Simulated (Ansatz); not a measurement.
## Pulling the pair apart

The pair of H₃O⁺ (SMILES [OH3+], atoms 1–4) and C₂H₂ (SMILES C#C, atoms 5–8), both closed shells, in one local arrangement (a lower one may exist), relaxed at PBE0-D4/def2-TZVP:

O1  (-0.243, 0.107, -1.400)
H2  (0.309, 0.771, -1.847)
H3  (-0.076, 0.032, -0.345)
H4  (-0.229, -0.744, -1.870)
C5  (0.622, -0.241, 1.281)
C6  (-0.507, 0.160, 1.392)
H7  (1.631, -0.601, 1.260)
H8  (-1.508, 0.516, 1.529)
(Å)

C₂H₂ is shifted rigidly along the line between the mean atom positions of the two fragments (negative: closer). Counterpoise interaction energies in kJ/mol. Ansatz 0.2.0; basis: def2-TZVPPD; cores frozen in the correlated methods. B3LYP uses VWN-RPA correlation.

| shift (Å) | HF | B3LYP-D4 | PBE-D4 |
| --- | --- | --- | --- |
| -0.18 | -70.9 | -96.0 | -104.6 |
| -0.09 | -80.9 | -103.8 | -111.6 |
| 0.00 | -85.9 | -107.0 | -114.0 |
| 0.09 | -87.5 | -106.7 | -113.1 |
| 0.21 | -85.7 | -102.7 | -108.3 |
| 0.45 | -76.0 | -89.1 | -93.6 |
| 0.90 | -52.9 | -60.0 | -63.3 |
| 1.79 | -23.9 | -24.6 | -26.4 |

**Question.** What does CCSD(T) give at these shifts? (To be estimated.)

**Answer.** By the calculation: -85.2, -93.0, -96.1, -95.9, -92.0, -79.2, -52.6, -22.4 kJ/mol. For zero shift, CCSD(T) at an estimated basis limit (MP2 extrapolated from triple and quadruple zeta, plus CCSD(T) − MP2 in triple zeta) gives -100.1 kJ/mol. These are counterpoise interaction energies, counted from the two frozen fragments.

T1 diagnostic: at most 0.011.

For scale, one of the runs: CCSD(T)/def2-TZVPPD, 199 basis functions, launched by `ansatz run in.yaml --threads 2 --pin off --events-out ev --progress --plain --max-ram 5222MiB`. Hardware: 2 CPU threads of an Arm Neoverse V1, shared host. Wall time 52 s; peak host memory 2.5 GiB.
